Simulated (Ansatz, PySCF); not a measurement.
Species: C2HO2, charge -1, multiplicity 1. It need not be the lowest isomer of its formula. Whether it binds its extra electron was not tested at this geometry. 
Coordinates optimised at B3LYP-D3(BJ)/def2-TZVP (Ansatz, a quantum-chemistry and plane-wave program):
SMILES: O=[C-]C=O
```xyz
5

C      0.3793     0.5548     0.3023
C      0.0253    -0.7631    -0.0300
O      0.7000     1.6344    -0.1519
O     -1.1213    -1.3030    -0.0677
H      0.9428    -1.4012     0.1232
```
Charge -1, spin multiplicity 1.

Total electronic energies in hartree. Correlated levels leave the core frozen unless marked. No spin-orbit coupling. No relativistic terms. Basis-set limits of correlation are two-point, X^-3; Hartree-Fock from the larger set. The bracket is a focal-point correction in the basis named.

The Hartree-Fock reference is unstable (checked in the largest basis), which strains HF and MP2. 

```csv
level,program,energy (Eh)
HF/aug-cc-pVDZ,Ansatz,-226.00464
HF/cc-pVTZ,Ansatz,-226.04323
M06-L-D4/def2-TZVPD,PySCF + dftd4,(withheld)
B3LYP-D4/def2-TZVPD,Ansatz + dftd4,-227.32949
PBE0/def2-SVP,Ansatz,(withheld)
BHLYP-D3(BJ)/def2-TZVPD,Ansatz + dftd3,-227.18883
BHLYP-D4/def2-TZVPD,Ansatz + dftd4,-227.18880
M06-2X/def2-TZVPD,PySCF,-227.22406
LC-wPBE-D3(BJ)/def2-TZVPD,Ansatz + dftd3,-227.16280
B2PLYP-D4/def2-TZVPD,Ansatz + dftd4,-227.16287
MP2/cc-pVTZ,Ansatz,-226.82630
CCSD/6-31G*,Ansatz,-226.56920
CCSD(T)/6-31G*,Ansatz,-226.59395
"RI-MP2/CBS(aug-cc-pVTZ,aug-cc-pVQZ)+[CCSD(T)-MP2]/aug-cc-pVDZ",Ansatz,-226.9984
"RI-MP2/CBS(aug-cc-pVTZ,aug-cc-pVQZ)+[CCSD(T)-MP2]/aug-cc-pVTZ",Ansatz,-226.9998
```

Question: What belongs in the gaps?

Answer: 
- M06-L-D4/def2-TZVPD, energy (Eh): -227.28446
- PBE0/def2-SVP, energy (Eh): -226.77946
